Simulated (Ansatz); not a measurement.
# H2S (triplet): wave-function methods side by side at distance H1–H2 along a hydrogen transfer = 1.343 Å, cc-pVDZ

How much of the correlation energy of H2S (triplet) does each wave-function method recover here?

Computed with Ansatz 0.2.0, Gaussian basis. Level: cc-pVDZ, core rule «outside noble gas», up to 5 orbitals frozen.

The runs, in order: UHF; CCSD(T) on ROHF; CCSD(T) on UHF; BCCD(T) on ROHF; CISD; CCSDT(Q) on ROHF; CCSDT(Q) on UHF; CCSDTQ on ROHF; CCSDTQ on UHF; CASSCF and MRCISD+Q, 4 electrons in 4 orbitals; CASSCF and NEVPT2, 4 electrons in 4 orbitals; CASSCF and MRCISD+Q, 8 electrons in 6 orbitals; CASSCF and MRCISD+Q(relaxed), 8 electrons in 6 orbitals; CASSCF and NEVPT2, 8 electrons in 6 orbitals; Full CI.

## (1) The geometry

The geometry derives from fragments relaxed apart (PBE0/def2-TZVP) and kept rigid, so it is no stationary point. A hydrogen atom is moved between rigid fragments.

3 atoms, charge 0, spin multiplicity 3.

Atoms are counted from 1 here; the program's logs count them from 0.

Bond lengths: H2–S3 1.380 Å.

## (2) UHF

in.yaml

```yaml
crystal:
  periodic: [false, false, false]
  atoms:
    - {symbol: H, position_ang: [0.000000, 0.000000, -1.355333]}
    - {symbol: H, position_ang: [0.000000, 0.000000, -0.012333]}
    - {symbol: S, position_ang: [0.000000, 0.000000, 1.367667]}
basis:
  gaussian: {orbitals: cc-pVDZ}
magnetization: {spin_polarized: true, initial_magnetization: 2}
hamiltonian: {xc: hf}
output: {orbitals: {seedname: orbitals}}
```

On the command line:

```sh
$ ansatz run in.yaml --threads 1 --pin off --events-out ev --progress --plain --max-ram 2816MiB --backend cpu
```

The runs that follow: CCSD(T) on ROHF; CCSD(T) on UHF; BCCD(T) on ROHF; CISD; CCSDT(Q) on ROHF; CCSDT(Q) on UHF; CCSDTQ on ROHF; CCSDTQ on UHF; CASSCF and MRCISD+Q, 4 electrons in 4 orbitals; CASSCF and NEVPT2, 4 electrons in 4 orbitals; CASSCF and MRCISD+Q, 8 electrons in 6 orbitals; CASSCF and MRCISD+Q(relaxed), 8 electrons in 6 orbitals; CASSCF and NEVPT2, 8 electrons in 6 orbitals; Full CI.

Before running them: what should the planned runs give, taken together? Wanted: FCI below the RHF energy; RMP2 from FCI; UMP2 from FCI; RCCSD from FCI; RCCSD(T) from FCI; UCCSD(T) from FCI; RCCSDT(Q) from FCI; UCCSDT(Q) from FCI; NEVPT2 pair from FCI.

As calculated:

| quantity | value |
| --- | --- |
| FCI below the RHF energy | -4.0559 eV |
| RMP2 from FCI | +68.4 kJ/mol |
| UMP2 from FCI | +68.2 kJ/mol |
| RCCSD from FCI | +8.9 kJ/mol |
| RCCSD(T) from FCI | +1.8 kJ/mol |
| UCCSD(T) from FCI | +1.8 kJ/mol |
| RCCSDT(Q) from FCI | +0.1 kJ/mol |
| UCCSDT(Q) from FCI | 0.0 kJ/mol |
| NEVPT2 pair from FCI | +61.9 kJ/mol |
| NEVPT2 valence from FCI | +77.1 kJ/mol |
| MRCISD+Q valence from FCI | -0.6 kJ/mol |
| levels within 1 kcal/mol (43 meV) | RCCSD(T), UCCSD(T), BCCD(T), RCCSDT, UCCSDT, RCCSDT(Q), UCCSDT(Q), RCCSDTQ, UCCSDTQ, MRCISD+Q valence, MRCISD+Q(relaxed) valence |
| T1 diagnostic | 0.024 |
| effectively unpaired electrons | 2.03 |

In words: RCCSD(T) lands +1.8 kJ/mol from the yardstick (0.5 % of the correlation energy). MRCISD+Q valence, MRCISD+Q(relaxed) valence fall below full CI: the +Q correction isn't variational, and the cores differ from full CI's. One determinant dominates. Of the multireference levels listed MRCISD+Q valence comes nearest in total energy (-0.6 kJ/mol), which doesn't show that its space is the better one. These misses are within one basis, not against nature; the frozen cores of restricted and unrestricted runs differ, which can shift their rows.
